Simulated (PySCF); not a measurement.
A geometry optimisation, step by step.

Species: silanimine, H3NSi.
Bonds: N1–Si2 (double). Hydrogens: H3 on N1; H4, H5 on Si2.

Computed by this run: PySCF 2.14.0, PBE0-D3(BJ)/def2-TZVP geometry optimisation, gas phase; density fitting, grid level 2; the optimiser is geomeTRIC in internal coordinates, started from a GFN2-xTB structure with every atom displaced at random (about 0.01 Å). The frame can shift and turn from step to step; on so coarse a grid that alone can change the energy by a few meV, and forces under 0.02 eV/Å are noise.

Step 0: E = -9410.8254 eV, largest atomic force 2.702 eV/Å
```
atom  x, y, z in Å  |  force x, y, z in eV/Å
N1      1.106   -0.492   -0.026   -2.626   0.027  -0.223
Si2    -0.447    0.035   -0.031    2.620  -0.661   0.054
H3      1.875    0.100    0.159    0.864   0.819   0.271
H4     -1.383   -0.987   -0.350   -0.838  -0.779  -0.236
H5     -1.117    1.310    0.210   -0.019   0.594   0.134
```

Step 1: E = -9410.9336 eV, largest atomic force 0.931 eV/Å
```
atom  x, y, z in Å  |  force x, y, z in eV/Å
N1      1.142   -0.376   -0.022   -0.491   0.026  -0.028
Si2    -0.436   -0.080   -0.048    0.860   0.341   0.101
H3      1.848    0.329    0.185   -0.382  -0.174  -0.052
H4     -1.414   -1.131   -0.367    0.073  -0.188  -0.025
H5     -1.106    1.224    0.214   -0.060  -0.005   0.004
```

Step 2: E = -9410.9399 eV, largest atomic force 0.359 eV/Å
```
atom  x, y, z in Å  |  force x, y, z in eV/Å
N1      1.107   -0.399   -0.033    0.329   0.133   0.054
Si2    -0.435   -0.023   -0.041   -0.187  -0.266  -0.063
H3      1.820    0.286    0.177    0.063   0.018   0.003
H4     -1.318   -1.161   -0.364   -0.212   0.123   0.010
H5     -1.140    1.263    0.223    0.007  -0.009  -0.005
```

Step 3: E = -9410.9546 eV, largest atomic force 0.069 eV/Å
```
atom  x, y, z in Å  |  force x, y, z in eV/Å
N1      1.125   -0.391   -0.030    0.066  -0.021   0.001
Si2    -0.429   -0.050   -0.046   -0.034  -0.007   0.003
H3      1.823    0.310    0.182    0.002   0.016   0.001
H4     -1.366   -1.146   -0.364   -0.025   0.016  -0.002
H5     -1.119    1.244    0.220   -0.009  -0.003  -0.003
```

Step 4: E = -9410.9549 eV, largest atomic force 0.026 eV/Å
```
atom  x, y, z in Å  |  force x, y, z in eV/Å
N1      1.128   -0.392   -0.029    0.010  -0.023  -0.005
Si2    -0.428   -0.053   -0.045    0.000   0.012  -0.002
H3      1.823    0.312    0.182   -0.004   0.012   0.004
H4     -1.372   -1.143   -0.364   -0.003   0.001   0.002
H5     -1.117    1.241    0.219   -0.003  -0.001   0.001
```

Step 5: E = -9410.9549 eV, largest atomic force under 0.02 eV/Å
```
atom  x, y, z in Å  |  force x, y, z in eV/Å
N1      1.129   -0.393   -0.030    0.002  -0.016  -0.004
Si2    -0.427   -0.054   -0.046   -0.003   0.009   0.005
H3      1.821    0.313    0.182   -0.002   0.008   0.001
H4     -1.374   -1.141   -0.363    0.003  -0.001  -0.001
H5     -1.116    1.241    0.219    0.001   0.001  -0.001
```

Q: Summarise the path.

A: The energy falls by 2.99 kcal/mol from step 0 to step 5; nine tenths of that is first reached at step 3. It falls at every step. The largest force goes from 2.702 to under 0.02 eV/Å. Among the bonds Si2–H4 changes most, from 1.422 to 1.477 Å; the atoms move by 0.076 Å rms after alignment.

Q: Follow the three bonds and two angles with the largest change from start to end.

A: 
```tsv
step	E above end (kcal/mol)	largest force (eV/Å)	Si2–H4 (Å)	N1=Si2 (Å)	Si2–H5 (Å)	N1–Si2–H5 (°)	N1–Si2–H4 (°)
0	2.99	2.702	1.422	1.640	1.461	135.6	113.2
1	0.49	0.931	1.471	1.606	1.489	126.9	121.7
2	0.35	0.359	1.475	1.587	1.490	131.5	113.6
3	0.01	0.069	1.476	1.591	1.490	129.5	117.6
4	0.00	0.026	1.477	1.592	1.490	129.4	118.1
5	0.00	under 0.02	1.477	1.592	1.490	129.4	118.1
```

The cost below is that of the whole optimisation. Hardware: one thread of an Arm Neoverse N1 (shared host). Cost: 14 s wall, 0.36 GiB resident at most.
